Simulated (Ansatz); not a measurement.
**Sulfur hexafluoride (SF6): ionisation energy by level of theory**

An exercise on one series of results from a longer session: the logs are not shown, and one member is left open.

Method: unrestricted cation, the program's frozen cores in correlated methods; program: Ansatz 0.2.0, Gaussian basis.

Levels to be run: UKS PBE-D4/def2-TZVPP; UKS r2SCAN-D4/def2-TZVPP; UKS PBE0-D4/def2-TZVPP; UKS B3LYP-D4/def2-TZVPP; UKS wB97X-V/def2-TZVPP; UKS wB97M-V/def2-TZVPP; UKS B2PLYP/def2-TZVPP; UHF-CCSD(T)/def2-TZVPP; UHF-MP2/def2-QZVPP; extrapolation to the limit; then −ε(HOMO) from the neutral's earlier runs with LDA (SPW92), PBE-D4, revPBE-D4, BLYP-D4, r2SCAN-D4, B97M-V, PBE0-D4, B3LYP-D4, r2SCANh-D4, r2SCAN0-D4, HSE06-D4, BHLYP-D4, CAM-B3LYP-D4, LC-ωPBE, ωB97X-V, ωB97M-V.

### The relaxed structure

The geometry comes from an earlier relaxation with PBE0-D4 in a triple-zeta def2 set; it is a stationary point, not always the lowest conformer.

7 atoms, charge 0, spin multiplicity 1.

Atoms are counted from 1 here; the program's logs count them from 0.

Bond lengths: F1–S2 1.565 Å, S2–F3 1.565 Å, S2–F4 1.565 Å, S2–F5 1.565 Å, S2–F6 1.565 Å, S2–F7 1.565 Å. Angles: F1–S2–F3 90.0°, F1–S2–F4 90.0°, F1–S2–F5 180.0°, F1–S2–F6 90.0°, F1–S2–F7 90.0°, F3–S2–F4 180.0°, F3–S2–F5 90.0°, F3–S2–F6 90.0°, F3–S2–F7 90.0°, F4–S2–F5 90.0°, F4–S2–F6 90.0°, F4–S2–F7 90.0°, F5–S2–F6 90.0°, F5–S2–F7 90.0°, F6–S2–F7 180.0°.

Set-up of the first run:

Contents of in.yaml:

```yaml
crystal:
  periodic: [false, false, false]
  atoms:
    - {symbol: F, position_ang: [-0.566043, -1.308394, 0.646139]}
    - {symbol: S, position_ang: [-0.000000, 0.000004, -0.000000]}
    - {symbol: F, position_ang: [1.164639, 0.012533, 1.045590]}
    - {symbol: F, position_ang: [-1.164597, -0.012545, -1.045637]}
    - {symbol: F, position_ang: [0.565994, 1.308430, -0.646119]}
    - {symbol: F, position_ang: [-0.879255, 0.858880, 0.969041]}
    - {symbol: F, position_ang: [0.879262, -0.858899, -0.969014]}
basis:
  gaussian: {orbitals: def2-TZVPP}
total_charge: 1
magnetization: {spin_polarized: true, initial_magnetization: 1}
hamiltonian: {xc: pbe, dispersion: d4}
```

Started as:

```
$ ansatz run in.yaml --threads 2 --pin off --events-out ev --progress --plain --max-ram 32768MiB --backend cpu
```

Among the steps run: Cation, UKS PBE-D4/def2-TZVPP; Cation, UKS r2SCAN-D4/def2-TZVPP; Cation, UKS PBE0-D4/def2-TZVPP; Cation, UKS B3LYP-D4/def2-TZVPP; Cation, UKS wB97X-V/def2-TZVPP; Cation, UKS wB97M-V/def2-TZVPP; Cation, UKS B2PLYP (frozen core)/def2-TZVPP; Cation, UHF-CCSD(T)/def2-TZVPP; Cation, UHF-MP2/def2-QZVPP.

One of the session's tables, all rows but one given; the rest of the session is left out.

Orbital estimates, from the neutral's runs:

| functional | −ε(HOMO) (eV) |
| --- | --- |
| LDA (SPW92) | 10.35 |
| PBE-D4 | 10.06 |
| revPBE-D4 | 9.95 |
| BLYP-D4 | 10.03 |
| r2SCAN-D4 | 10.67 |
| B97M-V | 10.86 |
| PBE0-D4 | 12.37 |
| B3LYP-D4 | 12.05 |
| r2SCANh-D4 | 11.52 |
| r2SCAN0-D4 | 12.81 |
| HSE06-D4 | ? |
| BHLYP-D4 | 14.69 |
| CAM-B3LYP-D4 | 13.98 |
| LC-ωPBE | 15.18 |
| ωB97X-V | 14.92 |
| ωB97M-V | 14.90 |

**Question.** Estimate the row for HSE06-D4.

As computed: −ε(HOMO) (eV): 11.95. In the column «−ε(HOMO) (eV)» it lies between r2SCANh-D4 (11.52) and B3LYP-D4 (12.05).

To keep in mind: The cation may have settled in a state other than its lowest; no search over hole states beyond the program's own was made. In point group Oh the highest level is often degenerate; the cation then breaks the symmetry, and the runs may pick different components.
